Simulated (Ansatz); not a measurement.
Input for Ansatz (development build ahead of 0.2.0):

```yaml
crystal:
  periodic: [false, false, false]
  atoms:
    - { symbol: C, position_ang: [0.0, 0.0, 0.77221] }
    - { symbol: C, position_ang: [0.0, 0.0, -0.77221] }
    - { symbol: H, position_ang: [0.0, 1.01896, 1.16723] }
    - { symbol: H, position_ang: [-0.88244, -0.50948, 1.16723] }
    - { symbol: H, position_ang: [0.88244, -0.50948, 1.16723] }
    - { symbol: H, position_ang: [0.0, -1.01896, -1.16723] }
    - { symbol: H, position_ang: [-0.88244, 0.50948, -1.16723] }
    - { symbol: H, position_ang: [0.88244, 0.50948, -1.16723] }
basis:
  gaussian: { orbitals: cc-pVTZ }
hamiltonian:
  xc: hf
correlation:
  method: mp2
  frozen_orbitals: { C: 1, H: 0 }
output:
  forces: true
```

The input is written out in the form of the current development build from the run's settings.

Results

```yaml
Converged: yes
Reference_energy: -79.25950 hartree
Correlation_energy: -0.37009 hartree
Total_energy: -79.62960 hartree
Spin_squared_of_the_determinant: 0.000
Stability_test: minimum among restricted orbitals
Occupied_orbitals_by_symmetry_in_an_Abelian_subgroup_alpha;_beta: 4 Ag 1 Au 1 Bg 3 Bu; 4 Ag 1 Au 1 Bg 3 Bu
```

Forces (eV/Å):
```json
{"atom": "C1", "Fx": "0.000", "Fy": "0.000", "Fz": "-0.351"}
{"atom": "C2", "Fx": "0.000", "Fy": "0.000", "Fz": "0.351"}
{"atom": "H3", "Fx": "0.000", "Fy": "-0.141", "Fz": "-0.080"}
{"atom": "H4", "Fx": "0.122", "Fy": "0.071", "Fz": "-0.080"}
{"atom": "H5", "Fx": "-0.122", "Fy": "0.071", "Fz": "-0.080"}
{"atom": "H6", "Fx": "0.000", "Fy": "0.141", "Fz": "0.080"}
{"atom": "H7", "Fx": "0.122", "Fy": "-0.071", "Fz": "0.080"}
{"atom": "H8", "Fx": "-0.122", "Fy": "-0.071", "Fz": "0.080"}
```
